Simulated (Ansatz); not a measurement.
Litharge PbO, treated with LDA (plane waves, PAW; Ansatz, an electronic-structure program).

Run with plane-wave cutoff 500 eV, 8×8×6 k mesh (along the axes of the cell as run), gaussian smearing 0.02 eV, scalar-relativistic PAW data made under PBE.

Computed at the level's own relaxed cell.

### Question
Estimate the equilibrium volume per atom, lattice constant a, lattice parameter c and band gap that the calculation returns.

### Answer

- equilibrium volume per atom = 19.02 Å³/atom
- lattice constant a = 3.944 Å
- lattice parameter c = 4.892 Å
- band gap = 1.05 eV (on the SCF k mesh)

Measured, for comparison: lattice constant a 3.975 Å (room temperature, not corrected to a static lattice, our sources range from 3.964 to 3.975; as tabulated in Canepa et al. (2012), arXiv:1204.2842); lattice parameter c 5.023 Å (room temperature, not corrected to a static lattice, our sources range from 4.995 to 5.023; as tabulated in Canepa et al. (2012), arXiv:1204.2842). Computed (rounded) less measured: lattice constant a -0.8 % (-0.5 % to -0.8 % over the range), lattice parameter c -2.6 % (-2.1 % to -2.6 % over the range). A static lattice is as a rule a little smaller and stiffer than an uncorrected measurement, which narrows the difference in the lattice constant a and would widen misses of the other sign.

Spin–orbit coupling is not included; with these elements it can move the gap by several tenths of an eV or more.

Static lattice: no zero-point or thermal effects.

Computing time: about 60 core-seconds (a rough figure).
